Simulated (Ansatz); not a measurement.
**How far each method lies from UCCSDT(Q) for [CH₃···H···GeH₃], doublet**

Geometry: a point of a hydrogen-transfer path between rigid fragments, not a stationary point.

```csv
atom,x (Å),y (Å),z (Å)
C,-2.7640,0.0000,0.0000
H,-3.1273,1.0273,0.0000
H,-3.1273,-0.5137,0.8897
H,-3.1273,-0.5137,-0.8897
H,-0.9720,0.0000,0.0000
Ge,0.5580,0.0000,0.0000
H,1.0266,-1.4659,0.0000
H,1.0266,0.7330,-1.2695
H,1.0266,0.7330,1.2695
```

Basis cc-pVDZ; Ansatz 0.2.0. Only valence electrons are correlated (noble-gas cores and the filled d shells of p-block atoms frozen), which leaves 15 electrons in 61 orbitals. R marks a restricted (for open shells ROHF) determinant, U an unrestricted one. No spin–orbit coupling is included, and no scalar relativity.

Full CI isn't at hand for all of this; UCCSDT(Q) serves as the reference, and is uncertain by about the last step of the cluster series.

The UHF ⟨S²⟩ is 0.766 and the T1 diagnostic (RCCSD) is 0.0176. The largest doubles amplitude (RCCSD) is 0.034. The T1 diagnostic (UCCSD) is 0.0121.

Task: From what is known of these methods and the diagnostics, rank them by the size of their error in total energy against UCCSDT(Q) in cc-pVDZ, smallest first (an estimate: the text doesn't fix the numbers).
A. UCCSD
B. UCCSD(T)
C. UHF
D. UCCSDT
E. UMP2

Result: D (6 meV), B (36 meV), A (203 meV), E (1618 meV), C (8379 meV).

All errors are against UCCSDT(Q) in cc-pVDZ. Within each family the higher level lies nearer, as is usual though not guaranteed.
